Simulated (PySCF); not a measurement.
# Aluminium: a sound run and one with changed settings

Sound run: Al [Ne] 3s2 3p1, Al+ [Ne] 3s2. Computed with PySCF 2.14 in cc-pVTZ-DK (5s4p2d1f, 34 functions), with scalar relativity by spin-free X2C-1e. In the sound run the correlated levels freeze [Ne]. The sound run starts from symmetry-adapted Hartree-Fock orbitals and uses a fine grid where one is needed.

Changed run: initial guess atom, at most 50 SCF cycles, level shift 2.0 hartree.

```tsv
species	method	sound run (hartree)	changed run (hartree)	converged
Al	UHF	-242.31440	-242.31440	yes
Al	LDA	-241.74399	-241.74399	no
Al	PBE0	-242.69189	-242.69189	yes
Al	MP2	-242.35024	-242.32334	yes
Al	CCSD(T)	-242.36649	-242.36649	yes
Al+	UHF	-242.10908	-242.10908	yes
Al+	LDA	-241.52293	-241.52293	yes
Al+	PBE0	-242.46855	-242.46855	yes
Al+	MP2	-242.13677	-242.11593	yes
Al+	CCSD(T)	-242.14850	-242.14850	yes
```

Ionisation energy of Al:

```tsv
method	sound run (eV)	changed run (eV)
UHF	5.587	5.587
PBE0	6.077	6.077
MP2	5.809	5.644
SCS-MP2	5.793	5.640
CCSD	5.901	5.901
CCSD(T)	5.932	5.932
```

A level shift leaves the converged SCF energy unchanged but raises the virtual orbital energies, which shrinks MP2 if it is not removed.

For comparison, NIST gives 5.986 eV between the lowest levels.
